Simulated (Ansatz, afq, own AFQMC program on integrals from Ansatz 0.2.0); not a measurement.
## AlH3 + BH2, doublet in cc-pVDZ along one coordinate

```json
{"atom": "Al", "x (Å)": "-0.9562", "y (Å)": "0.0000", "z (Å)": "0.0000"}
{"atom": "H", "x (Å)": "-1.7491", "y (Å)": "1.3734", "z (Å)": "0.0000"}
{"atom": "H", "x (Å)": "-1.7491", "y (Å)": "-1.3734", "z (Å)": "0.0000"}
{"atom": "H", "x (Å)": "0.6296", "y (Å)": "0.0000", "z (Å)": "0.0000"}
{"atom": "B", "x (Å)": "2.1568", "y (Å)": "0.0000", "z (Å)": "0.0000"}
{"atom": "H", "x (Å)": "2.6659", "y (Å)": "0.0000", "z (Å)": "1.0770"}
{"atom": "H", "x (Å)": "2.6659", "y (Å)": "0.0000", "z (Å)": "-1.0770"}
```

A hydrogen atom is moved from one rigid fragment to the other; the Al1–H4 distance tells how far. The two fragments are held close together, so this isn't a minimum-energy path and the start is a compressed complex. Energies in kcal/mol count from this geometry (1.586 Å) at the same level; the start stands on UHF, each point on the determinant named.

Basis cc-pVDZ. Only valence electrons are correlated. AFQMC by an in-house program on the Cholesky factors that Ansatz 0.2.0 writes for its CCSD(T) run. The CISD trial takes its coefficients from CCSD amplitudes. Released means that phaseless walkers are propagated on without the constraint, phases kept. Uncertainties: one standard error, sampling alone.

```csv
r(Al1–H4) / Å,det.,T1,weight,⟨S²⟩,B2PLYP,B3LYP,CCSD(T)
1.688,UHF,0.013,0.89,0.76,-2.1,-2.2,-2.2
1.739,UHF,0.012,0.89,0.76,-1.9,-2.4,-2.0
1.790,UHF,0.012,0.89,0.76,-0.9,-2.1,-1.0
1.841,UHF,0.012,0.89,0.76,0.7,-1.8,1.1
1.943,UHF†,0.011,0.89,0.76,0.8,-0.5,2.8
```

(1) Estimate the curve of CCSDT(Q), counted from the same start.

Answers

(1) 
```csv
r(Al1–H4) / Å,det.,T1,weight,⟨S²⟩,CCSDT(Q),ph-AFQMC/CISD,released AFQMC
1.688,UHF,0.013,0.89,0.76,-2.2,-2.3 ± 0.08,-2.3 ± 0.08
1.739,UHF,0.012,0.89,0.76,-2.0,-2.1 ± 0.08,–
1.790,UHF,0.012,0.89,0.76,-1.0,-1.1 ± 0.08,-1.1 ± 0.09
1.841,UHF,0.012,0.89,0.76,1.0,1.0 ± 0.09,–
1.943,UHF†,0.011,0.89,0.76,2.8,2.9 ± 0.08,–
```

Weight is that of the determinant in the CISD state; at the start T1 is 0.013 and the weight 0.89, and ⟨S²⟩ is 0.77. A dagger marks points whose determinant fills other symmetries than the start's, so the wave-function levels may follow another state there, or a degenerate partner. A dash marks a missing value, a released energy that hasn't settled or a functional that sits on another state. Largest departures from CCSDT(Q), at the points where its series has closed: CCSD(T) 0.0 kcal/mol at 1.841 (on UHF), ph-AFQMC/CISD 0.2 kcal/mol at 1.943 (on UHF) (within the noise), released AFQMC -0.1 kcal/mol at 1.688 (on UHF) (within the noise), B2PLYP -0.3 kcal/mol at 1.841, B3LYP -2.8 kcal/mol at 1.841. Functionals count only at points shown to share the start's state and spin. In this small basis the wave-function levels are far from their limit, so their gap to the functionals isn't the functionals' error.

A walk keeps the symmetry of its determinant, which the program's search chose and which needn't be the lowest solution, so a lower state of the same spin and another symmetry isn't excluded. Released energies are given only where the last usable release times agree within the noise; a slower fall can still hide under it.
